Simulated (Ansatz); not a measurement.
Reaction (formal exchange of groups at a C–C bond): `CCCCl` + `CCl` → `ClCCCCl` + CH₄

Isolated molecules relaxed with PBE0-D4/def2-TZVP in Ansatz; ΔE leaves out vibrations. CCSD(T)/CBS adds triple-zeta CCSD(T) − MP2 to the extrapolated MP2 energy (def2 sets, frozen cores). This one scheme is used for every species. DFT in def2-TZVPP. B3LYP here is the variant with VWN-RPA as its local correlation; programs differ in this. One conformer a species, not always the lowest.

```
             level  ΔE (kJ/mol)  difference from CCSD(T)/CBS
            B97M-V        -14.6                         -0.7
          B3LYP-D4        -13.3                          0.6
          PBE-QIDH        -13.0                          0.9
               PBE        -11.5                          2.4
              PBE0        -10.9                          3.0
             B3LYP        -10.1                          3.8
           LC-ωPBE        -10.8                          3.1
RPA@PBE/def2-TZVPP        -13.2                          0.7
     CCSD/def2-SVP        -15.0                         -1.1
  CCSD(T)/def2-SVP        -16.2                         -2.3
    MP2/def2-TZVPP        -16.2                         -2.3
   CCSD/def2-TZVPP        -12.6                          1.3
     HF/def2-QZVPP         -7.2                          6.7
    MP2/def2-QZVPP        -15.8                         -1.9
      HF/CBS(def2)         -7.2                          6.7
     MP2/CBS(def2)        -15.9                         -2.0
       CCSD(T)/CBS        -13.9                            0
```

(1) What do rigid-rotor, harmonic-oscillator terms from PBE0-D4/def2-TZVP frequencies (298.15 K, 1 bar) make of the CCSD(T)/CBS value? (Best estimate.)

Largest T1 diagnostic among the species: 0.009.

Answers

(1) Ansatz gave: ΔZPE = -3.8 kJ/mol, ΔH = -15.7 kJ/mol, ΔS = -15 J/(mol·K), ΔG = -11.2 kJ/mol.

Leaving LDA and LC-ωPBE aside and taking each functional with its dispersion term where it has one, the values, not all of them listed here, spread over 2.2 kJ/mol, from B97M-V to B2PLYP. LDA lies −4.0 kJ/mol from PBE without D4. The D4 term adds −3.3 kJ/mol with B3LYP and −1.9 kJ/mol with PBE0; it sums over pairs of atoms, weighted by their polarisabilities, and B3LYP, whose exchange is more repulsive, gets the larger term.
